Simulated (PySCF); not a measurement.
Molecule: SMILES CS(=O)(=O)Cl, CH₃ClO₂S.

Cartesian coordinates in Å; atom numbers follow the order of the lines, from 1:
```xyz
8

C    -0.1936    2.0174    1.3765
S     1.5468    1.6845    1.4767
O     2.0300    1.2729    0.1788
O     1.8206    0.9256    2.6750
Cl    2.2409    3.6381    1.8096
H    -0.5174    2.4490    2.3304
H    -0.3658    2.6963    0.5335
H    -0.6661    1.0403    1.2022
```

Geometry PBE0-D3(BJ)/def2-SVP throughout; GIAO in PySCF, gas phase, one conformer, non-relativistic; equivalent atoms averaged; functional PBE0.

For orientation, cc-pVDZ gives these shifts δ (against TMS, CS2, H2O, HCl at the same level): C1 52.8, S2 327.3, O3/O4 323.5, Cl5 600.8, H6/H7/H8 2.96 ppm.

A run gave: C1 54.3, S2 346.7, O3/O4 323.1, Cl5 623.7, H6/H7/H8 3.26 ppm (shifts δ (against TMS, CS2, H2O, HCl at the same level)).

Q: Which basis set was used in that run?
A. aug-cc-pVDZ
B. IGLO-III
C. pcSseg-0
D. cc-pVTZ

A: D. S2 tells them apart best: cc-pVTZ gives 346.7, IGLO-III gives 377.4, pcSseg-0 gives 379.2, aug-cc-pVDZ gives 329.5 ppm.
